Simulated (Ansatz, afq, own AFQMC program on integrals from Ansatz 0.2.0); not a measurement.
**Where AFQMC and coupled cluster stand for SbH⁺, quartet**

```xyz
2

Sb    0.0000    0.0000    0.0000
H     0.0000    0.0000    1.7180
```

Basis def2-TZVP with its core potentials. Only valence electrons are correlated. AFQMC by an in-house program on the Cholesky factors that Ansatz 0.2.0 writes for its CCSD(T) run. The CISD trial takes its coefficients from CCSD amplitudes. Released means that phaseless walkers are propagated on without the constraint, phases kept. Free AFQMC starts from the CCSD state and is never constrained. Its projection time is finite, and what remains of the start isn't in its error. Error bars are statistical, one sigma. No spin–orbit coupling.

Determinant: UHF, the one that the program's search chose, which needn't be the lowest solution. The geometry is a point of a scan.

No full CI on the walks' own integrals is used here; CCSDT(Q) serves as the reference and is uncertain by about the last step of the cluster series.

Cautions: no spin-orbit coupling; inner d shell frozen; lower spins were not checked.

- T1 diagnostic: 0.0207
- weight of the determinant in the CISD state: 0.943
- ⟨S²⟩ of the determinant: 3.767
- size of the correlated space: 5 electrons in 47 orbitals

| level | correlation energy (eV) |
| --- | --- |
| MP2 | -1.5047 |
| CCSD | -1.9391 |
| CCSD(T) | -1.9964 |

Problem. Estimate where AFQMC with the constraint released lies against CCSD(T) on the same integrals.

Solution. 14.4 ± 3.2 meV below CCSD(T).

Reference: CCSDT(Q), correlation energy -2.012 eV. The released energy is read at 2.40 1/Eh (meV from the phaseless value at times in 1/Eh: 2 ± 3 at 0.24, 1 ± 3 at 0.51, -4 ± 3 at 0.99, -5 ± 3 at 1.62, -1 ± 3 at 2.40).

```
         level  E − E(reference) (meV)  share of correlation (%)
       CCSD(T)                    15.9                     99.21
         CCSDT                     1.3                     99.93
   ph-AFQMC/HF            -16.0 ± 22.0                    100.80
 ph-AFQMC/CISD               2.4 ± 2.6                     99.88
released AFQMC               1.5 ± 3.2                     99.93
    free AFQMC              -1.0 ± 3.8                    100.05
```

Free projections are given only where their last times agree within the noise and don't stop above the reference; a slow remainder of the start can still hide under it. A walk keeps the symmetry of its determinant, which the program's search chose and which needn't be the lowest solution, so a lower state of the same spin and another symmetry isn't excluded. Released energies are given only where the last usable release times agree within the noise; a slower fall can still hide under it.
